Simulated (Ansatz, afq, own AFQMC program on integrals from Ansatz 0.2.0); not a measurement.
## H$_{3}$O⁻, triplet: AFQMC among the cluster methods

```xyz
4

O     0.0539   -0.0023    0.0000
H    -0.2773    0.9344    0.0000
H    -0.2892   -0.4486    0.8837
H    -0.2892   -0.4486   -0.8837
```

Basis 6-31++G**. Noble-gas cores (and the filled d shells of Ga–Kr and In–Xe) are frozen. Integrals, coupled cluster, full CI and functionals: Ansatz 0.2.0; the random walks run on the same integrals in our own AFQMC program. The CISD trial takes its coefficients from CCSD amplitudes. Released means that phaseless walkers are propagated on without the constraint, phases kept. Free projection: walkers drawn from exp(T), propagated without any constraint. Its projection time is finite, and what remains of the start isn't in its error. ± is one standard error of the sampling.

Determinant: UHF, the one that the program's search chose, which needn't be the lowest solution. The geometry is a point of a scan.

No full CI on the walks' own integrals is used here; CCSDT(Q) serves as the reference and is uncertain by about the last step of the cluster series.

Cautions: lower spins were not checked.

- T1 diagnostic: 0.0178
- weight of the determinant in the CISD state: 0.927
- ⟨S²⟩ of the determinant: 2.001
- size of the correlated space: 10 electrons in 36 orbitals

Reference: CCSDT(Q), correlation energy -6.356 eV. The released energy is read at 2.40 1/Eh (meV from the phaseless value at times in 1/Eh: 0 ± 11 at 0.24, -11 ± 8 at 0.51, 1 ± 11 at 0.99, 5 ± 11 at 1.62, -1 ± 10 at 2.40).

```csv
level,E − E(reference) (kJ/mol),share of correlation (%)
HF,613.3,0.00
MP2,40.2,93.45
CCSD,14.7,97.61
CCSD(T),2.3,99.62
CCSDT,1.6,99.74
ph-AFQMC/HF,-3.7 ± 5.2,100.60
ph-AFQMC/CISD,-0.2 ± 1.1,100.02
released AFQMC,-0.3 ± 1.0,100.04
free AFQMC,0.6 ± 1.0,99.91
```

Free projections are given only where their last times agree within the noise and don't stop above the reference; a slow remainder of the start can still hide under it. A walk keeps the symmetry of its determinant, which the program's search chose and which needn't be the lowest solution, so a lower state of the same spin and another symmetry isn't excluded. Released energies are given only where the last usable release times agree within the noise; a slower fall can still hide under it.
